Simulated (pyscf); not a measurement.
Structures and frequencies: ωB97X-D3(BJ)/def2-SVP in PySCF.

Problem. H₃C–CH₂–CH₂–AlH–CH₃ (SMILES CC[CH2][AlH][CH3]) -> H₃C–AlH₂ (SMILES [CH3][AlH2]) + H₂C=CH–CH₃ (SMILES C=CC)
Surface: singlet. Broken: C–H, Al–C. Formed: Al–H. Give ΔE‡ and ΔE from ωB97M-D3(BJ)/def2-TZVP, relative to the reactant's lowest minimum found.

Solution. ΔE‡ = 29.7 kcal/mol, ΔE = +29.9 kcal/mol. Zero-point energy shifts the barrier by -2.4 kcal/mol. It is an elimination, with an imaginary mode of 730i cm⁻¹. On the product side the descent ends in a bound adduct, 15.2 kcal/mol under the separated species and 12.5 kcal/mol under the saddle at ωB97X-D3(BJ)/def2-TZVP. At ωB97M-D3(BJ) the saddle lies under the separated products, which points to a path from their complex (located at ωB97X-D3(BJ) alone), and parting the products costs more than the saddle. At the saddle there is also a short Al–C contact that neither side keeps. H₃C–CH₂–CH₂–AlH–CH₃ lies 9.8 kcal/mol over its isomer H₃C–CH₂–Al(CH₃)–CH₃, and others may lie lower still (electronic energy, ωB97M-D3(BJ)). This is the saddle that the search found; another between the same sides may lie lower.
